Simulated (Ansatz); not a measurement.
**Molecular dynamics of CH$_{3}$OSi, charge +1**

Input file:

```yaml
crystal:
  periodic: [false, false, false]
  atoms:
    - { symbol: O, position_ang: [0.188228, -0.870262, 0.838187] }
    - { symbol: C, position_ang: [-0.231841, -0.952795, -0.336541] }
    - { symbol: Si, position_ang: [0.106581, 0.813631, 0.02564] }
    - { symbol: H, position_ang: [-0.516723, -1.901494, -0.826452] }
    - { symbol: H, position_ang: [1.456476, 1.307922, -0.279789] }
    - { symbol: H, position_ang: [-1.002711, 1.603009, 0.578965] }
total_charge: 1
basis:
  gaussian: { orbitals: def2-SVP }
hamiltonian:
  xc: b3lyp
  dispersion: d4
md:
  timestep: 0.25
  n_steps: 250
  ensemble: nve
  temperature: 500.0
  initial_velocities: maxwell_boltzmann
  seed: 971377
scf:
  lower_state_search: "off"
```

Command:

```bash
$ ansatz run input.yaml --threads 1 --pin off --max-ram 2048MiB --backend cpu --events-out ev --progress --plain --runs-dir out
```

It starts from a relaxed structure.

Output, in part (one step line in 3, the closing report, with atoms numbered from 0):

```
md step     0: t =     0.00 fs  T =   500.0 K  F+E_penalty+E_count = -10996.50239710 eV  E_kin = 0.258520 eV  conserved = -10996.24387710 eV  (14 SCF iters)
md step     3: t =     0.75 fs  T =   469.9 K  F+E_penalty+E_count = -10996.48679375 eV  E_kin = 0.242974 eV  conserved = -10996.24381957 eV  (19 SCF iters)
md step     6: t =     1.50 fs  T =   397.8 K  F+E_penalty+E_count = -10996.44930354 eV  E_kin = 0.205659 eV  conserved = -10996.24364463 eV  (19 SCF iters)
md step     9: t =     2.25 fs  T =   328.6 K  F+E_penalty+E_count = -10996.41341596 eV  E_kin = 0.169918 eV  conserved = -10996.24349790 eV  (14 SCF iters)
md step    12: t =     3.00 fs  T =   299.5 K  F+E_penalty+E_count = -10996.39837529 eV  E_kin = 0.154856 eV  conserved = -10996.24351927 eV  (15 SCF iters)
md step    15: t =     3.75 fs  T =   306.0 K  F+E_penalty+E_count = -10996.40186107 eV  E_kin = 0.158204 eV  conserved = -10996.24365721 eV  (20 SCF iters)
md step    18: t =     4.50 fs  T =   313.7 K  F+E_penalty+E_count = -10996.40593011 eV  E_kin = 0.162176 eV  conserved = -10996.24375402 eV  (20 SCF iters)
md step    21: t =     5.25 fs  T =   296.3 K  F+E_penalty+E_count = -10996.39693304 eV  E_kin = 0.153193 eV  conserved = -10996.24374024 eV  (20 SCF iters)
md step    24: t =     6.00 fs  T =   254.9 K  F+E_penalty+E_count = -10996.37542988 eV  E_kin = 0.131769 eV  conserved = -10996.24366056 eV  (20 SCF iters)
md step    27: t =     6.75 fs  T =   208.8 K  F+E_penalty+E_count = -10996.35151590 eV  E_kin = 0.107935 eV  conserved = -10996.24358138 eV  (14 SCF iters)
md step    30: t =     7.50 fs  T =   178.7 K  F+E_penalty+E_count = -10996.33595531 eV  E_kin = 0.092414 eV  conserved = -10996.24354136 eV  (15 SCF iters)
md step    33: t =     8.25 fs  T =   175.6 K  F+E_penalty+E_count = -10996.33436935 eV  E_kin = 0.090816 eV  conserved = -10996.24355285 eV  (14 SCF iters)
md step    36: t =     9.00 fs  T =   196.4 K  F+E_penalty+E_count = -10996.34516696 eV  E_kin = 0.101554 eV  conserved = -10996.24361326 eV  (13 SCF iters)
md step    39: t =     9.75 fs  T =   224.9 K  F+E_penalty+E_count = -10996.35996768 eV  E_kin = 0.116263 eV  conserved = -10996.24370453 eV  (19 SCF iters)
md step    42: t =    10.50 fs  T =   237.5 K  F+E_penalty+E_count = -10996.36657511 eV  E_kin = 0.122794 eV  conserved = -10996.24378066 eV  (19 SCF iters)
md step    45: t =    11.25 fs  T =   216.6 K  F+E_penalty+E_count = -10996.35575107 eV  E_kin = 0.111980 eV  conserved = -10996.24377131 eV  (19 SCF iters)
md step    48: t =    12.00 fs  T =   167.7 K  F+E_penalty+E_count = -10996.33033567 eV  E_kin = 0.086689 eV  conserved = -10996.24364711 eV  (20 SCF iters)
md step    51: t =    12.75 fs  T =   124.3 K  F+E_penalty+E_count = -10996.30776586 eV  E_kin = 0.064258 eV  conserved = -10996.24350797 eV  (14 SCF iters)
md step    54: t =    13.50 fs  T =   121.4 K  F+E_penalty+E_count = -10996.30626157 eV  E_kin = 0.062747 eV  conserved = -10996.24351410 eV  (15 SCF iters)
md step    57: t =    14.25 fs  T =   157.2 K  F+E_penalty+E_count = -10996.32493801 eV  E_kin = 0.081272 eV  conserved = -10996.24366641 eV  (20 SCF iters)
md step    60: t =    15.00 fs  T =   193.6 K  F+E_penalty+E_count = -10996.34387120 eV  E_kin = 0.100075 eV  conserved = -10996.24379661 eV  (20 SCF iters)
md step    63: t =    15.75 fs  T =   196.0 K  F+E_penalty+E_count = -10996.34511825 eV  E_kin = 0.101327 eV  conserved = -10996.24379137 eV  (20 SCF iters)
md step    66: t =    16.50 fs  T =   163.2 K  F+E_penalty+E_count = -10996.32805395 eV  E_kin = 0.084370 eV  conserved = -10996.24368383 eV  (20 SCF iters)
md step    69: t =    17.25 fs  T =   121.4 K  F+E_penalty+E_count = -10996.30632236 eV  E_kin = 0.062759 eV  conserved = -10996.24356322 eV  (14 SCF iters)
md step    72: t =    18.00 fs  T =   102.0 K  F+E_penalty+E_count = -10996.29620952 eV  E_kin = 0.052716 eV  conserved = -10996.24349377 eV  (14 SCF iters)
md step    75: t =    18.75 fs  T =   123.6 K  F+E_penalty+E_count = -10996.30738739 eV  E_kin = 0.063887 eV  conserved = -10996.24350020 eV  (14 SCF iters)
md step    78: t =    19.50 fs  T =   184.5 K  F+E_penalty+E_count = -10996.33896292 eV  E_kin = 0.095384 eV  conserved = -10996.24357929 eV  (15 SCF iters)
md step    81: t =    20.25 fs  T =   263.2 K  F+E_penalty+E_count = -10996.37981255 eV  E_kin = 0.136108 eV  conserved = -10996.24370483 eV  (20 SCF iters)
md step    84: t =    21.00 fs  T =   326.4 K  F+E_penalty+E_count = -10996.41256911 eV  E_kin = 0.168747 eV  conserved = -10996.24382233 eV  (20 SCF iters)
md step    87: t =    21.75 fs  T =   343.9 K  F+E_penalty+E_count = -10996.42167798 eV  E_kin = 0.177826 eV  conserved = -10996.24385227 eV  (20 SCF iters)
md step    90: t =    22.50 fs  T =   310.1 K  F+E_penalty+E_count = -10996.40409914 eV  E_kin = 0.160355 eV  conserved = -10996.24374447 eV  (20 SCF iters)
md step    93: t =    23.25 fs  T =   254.2 K  F+E_penalty+E_count = -10996.37498709 eV  E_kin = 0.131420 eV  conserved = -10996.24356712 eV  (15 SCF iters)
md step    96: t =    24.00 fs  T =   221.2 K  F+E_penalty+E_count = -10996.35787516 eV  E_kin = 0.114390 eV  conserved = -10996.24348492 eV  (15 SCF iters)
md step    99: t =    24.75 fs  T =   232.3 K  F+E_penalty+E_count = -10996.36366693 eV  E_kin = 0.120100 eV  conserved = -10996.24356665 eV  (15 SCF iters)
md step   102: t =    25.50 fs  T =   267.5 K  F+E_penalty+E_count = -10996.38198209 eV  E_kin = 0.138283 eV  conserved = -10996.24369907 eV  (20 SCF iters)
md step   105: t =    26.25 fs  T =   292.5 K  F+E_penalty+E_count = -10996.39499337 eV  E_kin = 0.151241 eV  conserved = -10996.24375232 eV  (19 SCF iters)
md step   108: t =    27.00 fs  T =   291.4 K  F+E_penalty+E_count = -10996.39440107 eV  E_kin = 0.150690 eV  conserved = -10996.24371152 eV  (19 SCF iters)
md step   111: t =    27.75 fs  T =   272.7 K  F+E_penalty+E_count = -10996.38460820 eV  E_kin = 0.140975 eV  conserved = -10996.24363312 eV  (19 SCF iters)
md step   114: t =    28.50 fs  T =   255.9 K  F+E_penalty+E_count = -10996.37587571 eV  E_kin = 0.132307 eV  conserved = -10996.24356916 eV  (14 SCF iters)
md step   117: t =    29.25 fs  T =   258.1 K  F+E_penalty+E_count = -10996.37699801 eV  E_kin = 0.133451 eV  conserved = -10996.24354655 eV  (14 SCF iters)
md step   120: t =    30.00 fs  T =   285.4 K  F+E_penalty+E_count = -10996.39115908 eV  E_kin = 0.147585 eV  conserved = -10996.24357390 eV  (19 SCF iters)
md step   123: t =    30.75 fs  T =   330.5 K  F+E_penalty+E_count = -10996.41450288 eV  E_kin = 0.170856 eV  conserved = -10996.24364693 eV  (19 SCF iters)
md step   126: t =    31.50 fs  T =   373.7 K  F+E_penalty+E_count = -10996.43696569 eV  E_kin = 0.193225 eV  conserved = -10996.24374058 eV  (19 SCF iters)
md step   129: t =    32.25 fs  T =   391.6 K  F+E_penalty+E_count = -10996.44628223 eV  E_kin = 0.202484 eV  conserved = -10996.24379777 eV  (19 SCF iters)
md step   132: t =    33.00 fs  T =   371.5 K  F+E_penalty+E_count = -10996.43582248 eV  E_kin = 0.192067 eV  conserved = -10996.24375526 eV  (19 SCF iters)
md step   135: t =    33.75 fs  T =   326.6 K  F+E_penalty+E_count = -10996.41249679 eV  E_kin = 0.168879 eV  conserved = -10996.24361821 eV  (19 SCF iters)
md step   138: t =    34.50 fs  T =   292.8 K  F+E_penalty+E_count = -10996.39490501 eV  E_kin = 0.151395 eV  conserved = -10996.24350992 eV  (19 SCF iters)
md step   141: t =    35.25 fs  T =   296.9 K  F+E_penalty+E_count = -10996.39704514 eV  E_kin = 0.153492 eV  conserved = -10996.24355332 eV  (19 SCF iters)
md step   144: t =    36.00 fs  T =   328.0 K  F+E_penalty+E_count = -10996.41331147 eV  E_kin = 0.169614 eV  conserved = -10996.24369772 eV  (19 SCF iters)
md step   147: t =    36.75 fs  T =   349.9 K  F+E_penalty+E_count = -10996.42469193 eV  E_kin = 0.180902 eV  conserved = -10996.24378998 eV  (19 SCF iters)
md step   150: t =    37.50 fs  T =   337.3 K  F+E_penalty+E_count = -10996.41814836 eV  E_kin = 0.174387 eV  conserved = -10996.24376176 eV  (19 SCF iters)
md step   153: t =    38.25 fs  T =   295.3 K  F+E_penalty+E_count = -10996.39632932 eV  E_kin = 0.152669 eV  conserved = -10996.24366017 eV  (19 SCF iters)
md step   156: t =    39.00 fs  T =   249.1 K  F+E_penalty+E_count = -10996.37234462 eV  E_kin = 0.128783 eV  conserved = -10996.24356188 eV  (19 SCF iters)
md step   159: t =    39.75 fs  T =   224.3 K  F+E_penalty+E_count = -10996.35951111 eV  E_kin = 0.115994 eV  conserved = -10996.24351708 eV  (19 SCF iters)
md step   162: t =    40.50 fs  T =   233.0 K  F+E_penalty+E_count = -10996.36401885 eV  E_kin = 0.120476 eV  conserved = -10996.24354263 eV  (19 SCF iters)
md step   165: t =    41.25 fs  T =   268.2 K  F+E_penalty+E_count = -10996.38228415 eV  E_kin = 0.138655 eV  conserved = -10996.24362872 eV  (19 SCF iters)
md step   168: t =    42.00 fs  T =   306.7 K  F+E_penalty+E_count = -10996.40229644 eV  E_kin = 0.158554 eV  conserved = -10996.24374238 eV  (19 SCF iters)
md step   171: t =    42.75 fs  T =   318.6 K  F+E_penalty+E_count = -10996.40854352 eV  E_kin = 0.164718 eV  conserved = -10996.24382597 eV  (19 SCF iters)
md step   174: t =    43.50 fs  T =   283.4 K  F+E_penalty+E_count = -10996.39034168 eV  E_kin = 0.146531 eV  conserved = -10996.24381061 eV  (19 SCF iters)
md step   177: t =    44.25 fs  T =   207.4 K  F+E_penalty+E_count = -10996.35088767 eV  E_kin = 0.107212 eV  conserved = -10996.24367530 eV  (20 SCF iters)
md step   180: t =    45.00 fs  T =   126.6 K  F+E_penalty+E_count = -10996.30898303 eV  E_kin = 0.065469 eV  conserved = -10996.24351393 eV  (15 SCF iters)
md step   183: t =    45.75 fs  T =    82.5 K  F+E_penalty+E_count = -10996.28611971 eV  E_kin = 0.042647 eV  conserved = -10996.24347267 eV  (15 SCF iters)
md step   186: t =    46.50 fs  T =    85.8 K  F+E_penalty+E_count = -10996.28794575 eV  E_kin = 0.044372 eV  conserved = -10996.24357346 eV  (15 SCF iters)
md step   189: t =    47.25 fs  T =   111.8 K  F+E_penalty+E_count = -10996.30150679 eV  E_kin = 0.057817 eV  conserved = -10996.24368974 eV  (15 SCF iters)
md step   192: t =    48.00 fs  T =   129.8 K  F+E_penalty+E_count = -10996.31084220 eV  E_kin = 0.067123 eV  conserved = -10996.24371885 eV  (14 SCF iters)
md step   195: t =    48.75 fs  T =   129.7 K  F+E_penalty+E_count = -10996.31075019 eV  E_kin = 0.067080 eV  conserved = -10996.24366975 eV  (13 SCF iters)
md step   198: t =    49.50 fs  T =   122.4 K  F+E_penalty+E_count = -10996.30688723 eV  E_kin = 0.063286 eV  conserved = -10996.24360157 eV  (13 SCF iters)
md step   201: t =    50.25 fs  T =   125.0 K  F+E_penalty+E_count = -10996.30821191 eV  E_kin = 0.064651 eV  conserved = -10996.24356087 eV  (13 SCF iters)
md step   204: t =    51.00 fs  T =   148.5 K  F+E_penalty+E_count = -10996.32035941 eV  E_kin = 0.076794 eV  conserved = -10996.24356576 eV  (14 SCF iters)
md step   207: t =    51.75 fs  T =   191.7 K  F+E_penalty+E_count = -10996.34270858 eV  E_kin = 0.099093 eV  conserved = -10996.24361528 eV  (14 SCF iters)
md step   210: t =    52.50 fs  T =   241.2 K  F+E_penalty+E_count = -10996.36839440 eV  E_kin = 0.124700 eV  conserved = -10996.24369453 eV  (19 SCF iters)
md step   213: t =    53.25 fs  T =   276.3 K  F+E_penalty+E_count = -10996.38663982 eV  E_kin = 0.142871 eV  conserved = -10996.24376900 eV  (19 SCF iters)
md step   216: t =    54.00 fs  T =   278.8 K  F+E_penalty+E_count = -10996.38791110 eV  E_kin = 0.144128 eV  conserved = -10996.24378301 eV  (19 SCF iters)
md step   219: t =    54.75 fs  T =   247.1 K  F+E_penalty+E_count = -10996.37145056 eV  E_kin = 0.127754 eV  conserved = -10996.24369612 eV  (19 SCF iters)
md step   222: t =    55.50 fs  T =   205.5 K  F+E_penalty+E_count = -10996.34981530 eV  E_kin = 0.106259 eV  conserved = -10996.24355647 eV  (19 SCF iters)
md step   225: t =    56.25 fs  T =   189.8 K  F+E_penalty+E_count = -10996.34165599 eV  E_kin = 0.098158 eV  conserved = -10996.24349803 eV  (14 SCF iters)
md step   228: t =    57.00 fs  T =   214.7 K  F+E_penalty+E_count = -10996.35461856 eV  E_kin = 0.111034 eV  conserved = -10996.24358461 eV  (19 SCF iters)
md step   231: t =    57.75 fs  T =   258.7 K  F+E_penalty+E_count = -10996.37748836 eV  E_kin = 0.133770 eV  conserved = -10996.24371813 eV  (19 SCF iters)
md step   234: t =    58.50 fs  T =   287.3 K  F+E_penalty+E_count = -10996.39234311 eV  E_kin = 0.148571 eV  conserved = -10996.24377200 eV  (19 SCF iters)
md step   237: t =    59.25 fs  T =   284.8 K  F+E_penalty+E_count = -10996.39099114 eV  E_kin = 0.147266 eV  conserved = -10996.24372552 eV  (19 SCF iters)
md step   240: t =    60.00 fs  T =   261.2 K  F+E_penalty+E_count = -10996.37866258 eV  E_kin = 0.135025 eV  conserved = -10996.24363727 eV  (19 SCF iters)
md step   243: t =    60.75 fs  T =   238.5 K  F+E_penalty+E_count = -10996.36689774 eV  E_kin = 0.123330 eV  conserved = -10996.24356784 eV  (19 SCF iters)
md step   246: t =    61.50 fs  T =   235.4 K  F+E_penalty+E_count = -10996.36526878 eV  E_kin = 0.121722 eV  conserved = -10996.24354651 eV  (19 SCF iters)
md step   249: t =    62.25 fs  T =   257.5 K  F+E_penalty+E_count = -10996.37671105 eV  E_kin = 0.133131 eV  conserved = -10996.24357984 eV  (19 SCF iters)
md step   250: t =    62.50 fs  T =   269.2 K  F+E_penalty+E_count = -10996.38280852 eV  E_kin = 0.139207 eV  conserved = -10996.24360105 eV  (19 SCF iters)
Total energy: -10996.38300095 eV, -404.1096216687 hartree
Atom 0 at     0.177891    -0.915645     0.858493 Å, force     0.040568     0.321866    -0.115830 eV/Å
Atom 1 at    -0.238309    -0.943818    -0.310924 Å, force     0.280371    -0.984928    -1.235920 eV/Å
Atom 2 at     0.113722     0.833367     0.007496 Å, force    -0.545950     0.115269     0.429904 eV/Å
Atom 3 at    -0.429564    -1.886520    -0.948557 Å, force    -0.008058     1.014208     1.000555 eV/Å
Atom 4 at     1.450244     1.403201    -0.350026 Å, force    -0.351211    -0.273006     0.192048 eV/Å
Atom 5 at    -1.041461     1.556235     0.649304 Å, force     0.584280    -0.193409    -0.270758 eV/Å
Dipole moment:    -0.073908     0.265009    -0.438423 e Å
```

The run went to its last step. The conserved energy stayed within 0.068 meV per atom of its start (net change 0.046 meV per atom), so the integration is sound. The temperature averaged 0.48 of the 500 K drawn at the start: a run that starts near a minimum puts about half its kinetic energy into the potential. A run of 0.062 ps of so small a system gives no equilibrium averages. Limits of this set-up: the dipole of an ion depends on the origin.

The same pairs are bonded in the first frame and the last. Pairs count as bonded within 1.25 times the sum of covalent radii (0.12 Å more for H–H).

Last frame:

```xyz
6
Properties=species:S:1:pos:R:3
O 0.178 -0.916 0.859
C -0.238 -0.944 -0.311
Si 0.114 0.833 0.007
H -0.430 -1.887 -0.949
H 1.450 1.403 -0.350
H -1.042 1.556 0.649
```

Time of the run: 5.6 min on 1 CPU thread of a shared host.
